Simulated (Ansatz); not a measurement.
## How the equilibrium volume per atom of Ga (model structure, started from the hcp type, P6₃/mmc, No. 194, 2 atoms in the cell) moves with the method

No measured value is used here.

```csv
level (code),value (Å³/atom)
PBE (Ansatz),(withheld)
PBEsol (Ansatz),17.84
PBE-D3(BJ) (Ansatz),18.07
r²SCAN (Ansatz),17.98
```

**Question.** What belongs in the gaps?

**Answer.** 
- PBE (Ansatz, a first-principles code), value (Å³/atom): 19.09

Ansatz's density-functional and Hartree–Fock values are scalar-relativistic unless marked +SOC, with PAW data made under PBE.

A model structure was made by putting elements into a prototype or built by hand; it is no filed structure, need not be a known phase, and can be a saddle point held by its symmetry.
